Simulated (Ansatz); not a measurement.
# [Cl···H···Si], triplet: transfer scan

Starting geometry:

| atom | x (Å) | y (Å) | z (Å) |
| --- | --- | --- | --- |
| Cl | 0.0000 | 0.0000 | -1.4636 |
| H | 0.0000 | 0.0000 | -0.1848 |
| Si | 0.0000 | 0.0000 | 1.6484 |

From there H2 is moved from one fragment to the other while all else, the fragments' distance too, stays fixed; atoms are numbered as listed. Energies are in kJ/mol, counted from the starting geometry at the same level. Kohn–Sham curves are unrestricted where that lies lower.

Basis cc-pVTZ; Ansatz 0.2.0. Correlated methods freeze the noble-gas cores. R marks a restricted (for open shells ROHF) determinant, U an unrestricted one.

Full CI isn't at hand for all of this; UCCSDT(Q) serves as the reference, and is uncertain by about the last step of the cluster series.

```csv
distance Cl1-H2 (Å),r2SCAN
1.279,0.0
1.335,-4.8
1.447,-0.4
1.560,15.4
1.672,42.8
```

**Question.** Estimate the UCCSDT(Q) curve in cc-pVTZ from this one, knowing how r2SCAN errs.

**Answer.** The computed UCCSDT(Q) values, in kJ/mol from the starting point, and the error of r2SCAN against them:
| distance Cl1-H2 (Å) | UCCSDT(Q) | r2SCAN less UCCSDT(Q) |
| --- | --- | --- |
| 1.279 | 0.0 | 0.0 |
| 1.335 | -0.4 | -4.4 |
| 1.447 | 11.5 | -11.8 |
| 1.560 | 32.0 | -16.6 |
| 1.672 | 61.3 | -18.5 |

The error spans 18.5 kJ/mol and is largest, -18.5 kJ/mol, at 1.672 Å.
